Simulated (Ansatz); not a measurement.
# SiH2F+: a short trajectory

Aim: follow the atoms for 30 steps of 0.5 fs with a Langevin thermostat, with velocities drawn for 1500 K.

Program: Ansatz 0.2.0, Gaussian basis. Level of theory: BLYP-D4/def2-SVP. These are calculated values, not measurements.

1 further run of the same task is left out (it didn't finish).

**1. Starting geometry**

SMILES `F[SiH2+]`, 4 atoms, charge 1, spin multiplicity 1.

Atoms are counted from 1 here; the program's logs count them from 0.

Bond lengths: F1–Si2 1.565 Å, Si2–H3 1.451 Å, Si2–H4 1.451 Å. Angles: F1–Si2–H3 111.8°, F1–Si2–H4 111.8°, H3–Si2–H4 136.5°.

Geometry (Å):

```
F     1.2962    0.4918   -0.3996
Si   -0.1096   -0.0415    0.0341
H    -1.1707    0.8771   -0.3349
H    -0.0158   -1.3274    0.7004
```

**2. The run**

Contents of md/in.yaml:

```yaml
crystal:
  periodic: [false, false, false]
  atoms:
    - {symbol: F, position_ang: [1.296210, 0.491820, -0.399600]}
    - {symbol: Si, position_ang: [-0.109640, -0.041520, 0.034130]}
    - {symbol: H, position_ang: [-1.170730, 0.877080, -0.334880]}
    - {symbol: H, position_ang: [-0.015840, -1.327390, 0.700360]}
basis:
  gaussian: {orbitals: def2-SVP}
total_charge: 1
hamiltonian: {xc: {name: BLYP}, dispersion: d4}
md: {n_steps: 30, timestep: 0.5, temperature: 1500, ensemble: nvt_langevin, seed: 856, friction: 0.05, initial_velocities: maxwell_boltzmann}
```

The run is started by

```
$ ansatz run in.yaml --threads 2 --pin off --events-out ev --progress --plain --max-ram 3481MiB
```

What does the calculation give? Wanted: temperature at the start; mean temperature, second half; lowest and highest potential energy, from the first frame; largest change of potential + kinetic.

The runs gave:

```
                                                 quantity              value
                                                   length  30 steps, 15.0 fs
                                 temperature at the start             1125 K
                            mean temperature, second half             1760 K
lowest and highest potential energy, from the first frame    -12 and 475 meV
                    largest change of potential + kinetic          832.5 meV
```

The thermostat trades energy with the molecule, so the sum of potential and kinetic energy isn't conserved: it changes by +632 meV over the run. The mean temperature of the second half is still well above the 1500 K set. The temperature runs between 713 and 2130 K. The molecule keeps its bonds. Under Langevin the temperature counts 3N degrees of freedom, more than the drawn velocities fill, so it starts at 1125 K, not 1500 K.
